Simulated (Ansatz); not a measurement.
## Scan of HSiBe, quartet

Starting geometry (PBE0/def2-TZVP stationary point for this spin, not checked as a minimum):

```xyz
3

Si    0.0000    0.0000    0.1967
Be    0.0000    0.0000   -1.8825
H     0.0000    0.0000    1.6858
```

From there the angle named below is changed in its plane at fixed bond lengths, both arms turning rigidly about the middle atom; atoms are numbered as listed. Energies are in kcal/mol, counted from the starting geometry at the same level. Kohn–Sham curves are unrestricted where that lies lower.

Basis 6-31G; Ansatz 0.2.0. Correlated methods freeze the noble-gas cores.

Full CI is exact within this basis and frozen core; it isn't the basis-set limit.

```json
{"angle Be2-Si1-H3 (°)": "70.4", "r2SCAN": "22.4"}
{"angle Be2-Si1-H3 (°)": "85.3", "r2SCAN": "16.9"}
{"angle Be2-Si1-H3 (°)": "102.4", "r2SCAN": "9.7"}
{"angle Be2-Si1-H3 (°)": "125.1", "r2SCAN": "3.5"}
{"angle Be2-Si1-H3 (°)": "143.1", "r2SCAN": "1.1"}
{"angle Be2-Si1-H3 (°)": "155.1", "r2SCAN": "0.4"}
{"angle Be2-Si1-H3 (°)": "180.0", "r2SCAN": "0.0"}
```

Problem. Estimate the full CI curve in 6-31G from this one, knowing how r2SCAN errs.

Solution. The computed full CI values, in kcal/mol from the starting point, and the error of r2SCAN against them:
| angle Be2-Si1-H3 (°) | full CI | r2SCAN less full CI |
| --- | --- | --- |
| 70.4 | 21.8 | 0.7 |
| 85.3 | 15.1 | 1.9 |
| 102.4 | 7.7 | 2.0 |
| 125.1 | 1.7 | 1.7 |
| 143.1 | -0.1 | 1.2 |
| 155.1 | -0.3 | 0.7 |
| 180.0 | 0.0 | 0.0 |

The error spans 2.0 kcal/mol and is largest, 2.0 kcal/mol, at 102.4 °.

In so small a basis the reference is far from its limit while semilocal and hybrid functionals are nearer theirs, so the functionals' errors here hold much of the reference's basis and frozen-core error, which can add to them or hide them.
